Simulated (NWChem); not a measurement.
System: CH3, doublet; SMILES [CH3]

Parts of the log:

```
             Northwest Computational Chemistry Package (NWChem) 7.3.0
             --------------------------------------------------------

                             Geometry "geometry" -> ""
                             -------------------------

 Output coordinates in angstroms (scale by  1.889725989 to convert to a.u.)

  No.       Tag          Charge          X              Y              Z
 ---- ---------------- ---------- -------------- -------------- --------------
    1 C                    6.0000     0.00000000     0.00000000     0.00000000
    2 H                    1.0000    -0.77094600    -0.77094600     0.00000000
    3 H                    1.0000    -0.28218600     1.05313200     0.00000000
    4 H                    1.0000     1.05313200    -0.28218600     0.00000000

 Effective nuclear repulsion energy (a.u.)       9.5771077529

                                 NWChem DFT Module
                                 -----------------

 Summary of "ao basis" -> "ao basis" (spherical)
 ------------------------------------------------------------------------------
       Tag                 Description            Shells   Functions and Types
 ---------------- ------------------------------  ------  ---------------------
 C                          def2-svp                 6       14   3s2p1d
 H                          def2-svp                 3        5   2s1p

 in cosmo_initialize ...

 solvent parameters
 solvname_short: unkn
 solvname_long:  unknown
 dielec:       37.5000

          ---------------
          -cosmo- solvent
          ---------------
 Cosmo: York-Karplus, doi: 10.1021/jp992097l
 dielectric constant -eps-     =  37.50
 screen = (eps-1)/(eps    )    =   0.97333
 surface charge correction     = lagrangian

   van der Waals surface
 --------------------------

 ---------- ATOMIC COORDINATES (A.U.) ------------ VDWR(ANG.) --
     1    0.00000000    0.00000000    0.00000000     2.000
     2   -1.45687669   -1.45687669    0.00000000     1.300
     3   -0.53325422    1.99013091    0.00000000     1.300
     4    1.99013091   -0.53325422    0.00000000     1.300
 number of segments per atom =         32
 number of   points per atom =         32
 atom (   nspa,  nppa )
 ----------------------
    1 (     28,     0 )       0
    2 (     12,     0 )       0
    3 (     14,     0 )       0
    4 (     14,     0 )       0
 number of -cosmo- surface points =       68
 molecular surface =     50.971 angstrom**2
 molecular volume  =     35.638 angstrom**3
 G(cav/disp)       =      1.115 kcal/mol
 -lineq- algorithm             =   0
 -bem- low  level              =   2
 -bem- from -octahedral-
 gaussian surface charge width =   4.50000
 degree of switching           =   1.00000
 switching function tolerance  =   0.00010
 atomic radii =
 --------------
    1  6.000  2.000
    2  1.000  1.300
    3  1.000  1.300
    4  1.000  1.300
 ...... end of -cosmo- initialization ......

            General Information
            -------------------
          SCF calculation type: DFT
          Wavefunction type:  spin polarized.
          No. of atoms     :     4
          No. of electrons :     9
           Alpha electrons :     5
            Beta electrons :     4
          Charge           :     0
          Spin multiplicity:     2
          Use of symmetry is: off; symmetry adaption is: off
          Maximum number of iterations: 150
          AO basis - number of functions:    29
                     number of shells:    15
          Convergence on energy requested:  1.00D-06
          Convergence on density requested:  1.00D-05
          Convergence on gradient requested:  5.00D-04

              XC Information
              --------------
                       M06-2X Method XC Functional
                     Hartree-Fock (Exact) Exchange  0.540
                        M06-2X Exchange Functional  1.000
                      M06-2X Correlation Potential  1.000

             Grid Information
             ----------------
          Grid used for XC integration:  medium
          Radial quadrature: Mura-Knowles
          Angular quadrature: Lebedev.
          Tag              B.-S. Rad. Rad. Pts. Rad. Cut. Ang. Pts.
          ---              ---------- --------- --------- ---------
          C                   0.70       49           6.0       434
          H                   0.35       45           7.0       434
          Grid pruning is: on
          Number of quadrature shells:   184
          Spatial weights used:  Erf1

      Superposition of Atomic Density Guess
      -------------------------------------

 Sum of atomic energies:         -39.12264755

      Non-variational initial energy
      ------------------------------

 Total energy =     -39.426453
 1-e energy   =     -70.253041
 2-e energy   =      21.249480
 HOMO         =      -0.170146
 LUMO         =       0.127842

   convergence    iter        energy       DeltaE   RMS-Dens  Diis-err
 ---------------- ----- ----------------- --------- --------- ---------
     COSMO gas phase
 d= 0,ls=0.0,diis     1    -39.7642722354 -4.93D+01  3.67D-03  1.15D-02
                                                     3.48D-03  1.50D-02
 d= 0,ls=0.0,diis     2    -39.7741674391 -9.90D-03  6.38D-04  1.75D-04
                                                     1.32D-03  1.31D-03
 d= 0,ls=0.0,diis     3    -39.7744436058 -2.76D-04  5.34D-04  3.99D-04
                                                     2.33D-04  8.48D-05
 d= 0,ls=0.0,diis     4    -39.7746075565 -1.64D-04  1.61D-04  2.81D-06
                                                     2.06D-04  2.83D-05
 d= 0,ls=0.0,diis     5    -39.7746283983 -2.08D-05  4.59D-05  5.36D-07
                                                     5.90D-05  9.09D-07
  Resetting Diis
 d= 0,ls=0.0,diis     6    -39.7746295353 -1.14D-06  4.03D-06  1.19D-08
                                                     5.35D-06  7.25D-09
 d= 0,ls=0.0,diis     7    -39.7746295463 -1.10D-08  4.83D-07  1.34D-10
                                                     3.03D-07  1.32D-10

   convergence    iter        energy       DeltaE   RMS-Dens  Diis-err
 ---------------- ----- ----------------- --------- --------- ---------
     COSMO solvation phase
 d= 0,ls=0.0,diis     1    -39.7756980080 -1.07D-03  4.73D-04  5.08D-05
                                                     4.90D-04  4.33D-05
 d= 0,ls=0.0,diis     2    -39.7757467847 -4.88D-05  1.50D-04  1.20D-05
                                                     8.61D-05  3.67D-06
 d= 0,ls=0.0,diis     3    -39.7757518395 -5.05D-06  4.20D-05  1.13D-06
                                                     4.55D-05  1.78D-06
 d= 0,ls=0.0,diis     4    -39.7757529987 -1.16D-06  1.31D-05  3.54D-08
                                                     8.04D-06  1.86D-08
 d= 0,ls=0.0,diis     5    -39.7757530452 -4.65D-08  1.77D-06  4.39D-10
                                                     1.72D-06  1.81D-09

         Total DFT energy =      -39.775753045172
      One electron energy =      -71.425623719169
           Coulomb energy =       28.504127835242
    Exchange-Corr. energy =       -6.443430240256
 Nuclear repulsion energy =        9.577107752852

[...]

                                   COSMO solvation results
                                   -----------------------

                 gas phase energy =       -39.774629546289
                 sol phase energy =       -39.775753045172
 (electrostatic) solvation energy =         0.001123498883 (    0.71 kcal/mol)

                    DFT Final Alpha Molecular Orbital Analysis
                    ------------------------------------------

 Vector    3  Occ=1.000000D+00  E=-4.816250D-01
              MO Center=  1.8D-01,  1.8D-01, -3.4D-11, r^2= 1.2D+00
   Bfn.  Coefficient  Atom+Function         Bfn.  Coefficient  Atom+Function
  ----- ------------  ---------------      ----- ------------  ---------------
     4      0.324185  1 C  px                 5     -0.324185  1 C  py
    20     -0.315322  3 H  s                 25      0.315322  4 H  s
     7      0.130601  1 C  px                 8     -0.130601  1 C  py
    21     -0.104488  3 H  s                 26      0.104488  4 H  s

 Vector    4  Occ=1.000000D+00  E=-4.813756D-01
              MO Center= -1.8D-01, -1.8D-01,  9.7D-12, r^2= 1.2D+00
   Bfn.  Coefficient  Atom+Function         Bfn.  Coefficient  Atom+Function
  ----- ------------  ---------------      ----- ------------  ---------------
    15      0.364115  2 H  s                  4     -0.324353  1 C  px
     5     -0.324353  1 C  py                20     -0.181982  3 H  s
    25     -0.181982  4 H  s                  7     -0.130652  1 C  px
     8     -0.130652  1 C  py                16      0.120243  2 H  s
    21     -0.060267  3 H  s                 26     -0.060267  4 H  s

 Vector    5  Occ=1.000000D+00  E=-2.848957D-01
              MO Center=  4.7D-05,  4.7D-05, -7.4D-12, r^2= 1.1D+00
   Bfn.  Coefficient  Atom+Function         Bfn.  Coefficient  Atom+Function
  ----- ------------  ---------------      ----- ------------  ---------------
     6      0.605339  1 C  pz                 9      0.520308  1 C  pz

 Vector    6  Occ=0.000000D+00  E= 1.287137D-01
              MO Center=  6.2D-03,  6.2D-03, -2.1D-11, r^2= 4.5D+00
   Bfn.  Coefficient  Atom+Function         Bfn.  Coefficient  Atom+Function
  ----- ------------  ---------------      ----- ------------  ---------------
     3      2.499580  1 C  s                 21     -1.228286  3 H  s
    26     -1.228286  4 H  s                 16     -1.215522  2 H  s
     2      0.281411  1 C  s                  1     -0.151434  1 C  s
    20     -0.057688  3 H  s                 25     -0.057688  4 H  s
    15     -0.057336  2 H  s

 Vector    7  Occ=0.000000D+00  E= 1.886402D-01
              MO Center=  5.4D-01,  5.4D-01, -6.0D-11, r^2= 3.9D+00
   Bfn.  Coefficient  Atom+Function         Bfn.  Coefficient  Atom+Function
  ----- ------------  ---------------      ----- ------------  ---------------
    21      1.743526  3 H  s                 26     -1.743526  4 H  s
     7      0.937578  1 C  px                 8     -0.937578  1 C  py
     4      0.245987  1 C  px                 5     -0.245987  1 C  py
    20      0.065377  3 H  s                 25     -0.065377  4 H  s

 Vector    8  Occ=0.000000D+00  E= 1.887932D-01
              MO Center= -5.4D-01, -5.4D-01,  2.2D-11, r^2= 3.9D+00
   Bfn.  Coefficient  Atom+Function         Bfn.  Coefficient  Atom+Function
  ----- ------------  ---------------      ----- ------------  ---------------
    16      2.018772  2 H  s                 21     -1.001600  3 H  s
    26     -1.001600  4 H  s                  7      0.938595  1 C  px
     8      0.938595  1 C  py                 4      0.245654  1 C  px
     5      0.245654  1 C  py                15      0.076683  2 H  s
    20     -0.037793  3 H  s                 25     -0.037793  4 H  s

                     DFT Final Beta Molecular Orbital Analysis
                     -----------------------------------------

 Vector    2  Occ=1.000000D+00  E=-7.116992D-01
              MO Center=  5.3D-04,  5.3D-04,  1.2D-11, r^2= 1.0D+00
   Bfn.  Coefficient  Atom+Function         Bfn.  Coefficient  Atom+Function
  ----- ------------  ---------------      ----- ------------  ---------------
     2      0.462797  1 C  s                  1     -0.244461  1 C  s
    15      0.208825  2 H  s                 20      0.209237  3 H  s
    25      0.209237  4 H  s                  3      0.193402  1 C  s
    21      0.039316  3 H  s                 26      0.039316  4 H  s
    16      0.038933  2 H  s

 Vector    3  Occ=1.000000D+00  E=-4.684362D-01
              MO Center=  2.0D-01,  2.0D-01, -2.1D-11, r^2= 1.2D+00
   Bfn.  Coefficient  Atom+Function         Bfn.  Coefficient  Atom+Function
  ----- ------------  ---------------      ----- ------------  ---------------
    20     -0.328637  3 H  s                 25      0.328637  4 H  s
     4      0.303378  1 C  px                 5     -0.303378  1 C  py
    21     -0.128869  3 H  s                 26      0.128869  4 H  s
     7      0.121101  1 C  px                 8     -0.121101  1 C  py

 Vector    4  Occ=1.000000D+00  E=-4.681881D-01
              MO Center= -2.0D-01, -2.0D-01,  8.7D-12, r^2= 1.2D+00
   Bfn.  Coefficient  Atom+Function         Bfn.  Coefficient  Atom+Function
  ----- ------------  ---------------      ----- ------------  ---------------
    15      0.379532  2 H  s                  4     -0.303559  1 C  px
     5     -0.303559  1 C  py                20     -0.189642  3 H  s
    25     -0.189642  4 H  s                 16      0.148398  2 H  s
     7     -0.121139  1 C  px                 8     -0.121139  1 C  py
    21     -0.074339  3 H  s                 26     -0.074339  4 H  s

 Vector    5  Occ=0.000000D+00  E=-1.249675D-02
              MO Center=  5.2D-05,  5.2D-05, -2.3D-11, r^2= 1.6D+00
   Bfn.  Coefficient  Atom+Function         Bfn.  Coefficient  Atom+Function
  ----- ------------  ---------------      ----- ------------  ---------------
     9      0.715932  1 C  pz                 6      0.401659  1 C  pz

 Vector    6  Occ=0.000000D+00  E= 1.353868D-01
              MO Center=  6.2D-03,  6.2D-03, -3.6D-12, r^2= 4.6D+00
   Bfn.  Coefficient  Atom+Function         Bfn.  Coefficient  Atom+Function
  ----- ------------  ---------------      ----- ------------  ---------------
     3      2.551636  1 C  s                 21     -1.257722  3 H  s
    26     -1.257722  4 H  s                 16     -1.244929  2 H  s
     2      0.259852  1 C  s                  1     -0.151307  1 C  s

 Vector    7  Occ=0.000000D+00  E= 1.954339D-01
              MO Center=  5.5D-01,  5.5D-01, -1.5D-12, r^2= 4.0D+00
   Bfn.  Coefficient  Atom+Function         Bfn.  Coefficient  Atom+Function
  ----- ------------  ---------------      ----- ------------  ---------------
    21      1.779521  3 H  s                 26     -1.779521  4 H  s
     7      0.952874  1 C  px                 8     -0.952874  1 C  py
     4      0.236046  1 C  px                 5     -0.236046  1 C  py

   alpha - beta orbital overlaps
   -----------------------------

   alpha      1      2      3      4      5      6      7      8      9     10
    beta      1      2      3      4      5      6      7      8      9     10
 overlap   1.000  0.999  0.999  0.999  0.981  0.998  0.999  0.999  0.999  0.999

   alpha     11     12     13     14     15     16     17     18     19     20
    beta     11     12     13     14     15     16     17     18     19     20
 overlap   0.993  0.981  0.993  0.999  0.999  1.000  1.000  1.000  1.000  1.000

   alpha     21     22     23     24     25     26     27     28     29
    beta     21     22     25     26     23     24     27     28     29
 overlap   1.000  0.998  1.000  1.000  1.000  1.000  0.998  1.000  1.000

     --------------------------
     Expectation value of S2:
     --------------------------
      <S2> =      0.7551 (Exact =     0.7500)

     Multipole analysis of the density
     ---------------------------------

     L   x y z        total         alpha         beta         nuclear
     -   - - -        -----         -----         ----         -------
     0   0 0 0     -0.000000     -5.000000     -4.000000      9.000000

     1   1 0 0     -0.000906     -0.000497     -0.000409      0.000000
     1   0 1 0     -0.000906     -0.000497     -0.000409      0.000000
     1   0 0 1      0.000000      0.000000     -0.000000      0.000000

     2   2 0 0     -5.244613     -6.060731     -5.551353      6.367471
     2   1 1 0      0.002287      0.001119      0.001170     -0.000002
     2   1 0 1     -0.000000      0.000000     -0.000000      0.000000
     2   0 2 0     -5.244613     -6.060731     -5.551353      6.367471
     2   0 1 1      0.000000      0.000000      0.000000      0.000000
     2   0 0 2     -6.519049     -4.453227     -2.065822      0.000000
```

Level: M06-2X/def2-SVP, spin-unrestricted, COSMO on the gas-phase geometry. In the optimisation the excess spin sits in a2" (D3h, its own frame). The geometry was optimised at PBE0/def2-SVP, spin-unrestricted. No stability test was run on the SCF state. COSMO prints the solvation energy as gas minus solution, so a positive value is a stabilisation.

### Question
Write an input that gives this output.

### Answer
One answer among several that fit: the input that was run:
```
start job
memory heap 200 mb stack 900 mb global 1100 mb
geometry units angstroms noautosym nocenter noautoz
  C      0.000000     0.000000     0.000000
  H     -0.770946    -0.770946     0.000000
  H     -0.282186     1.053132     0.000000
  H      1.053132    -0.282186     0.000000
end
basis spherical
  C library def2-svp
  H library def2-svp
end
dft
  odft
  mult 2
  xc m06-2x
  iterations 150
end
cosmo
  dielec 37.5
end
task dft energy
```
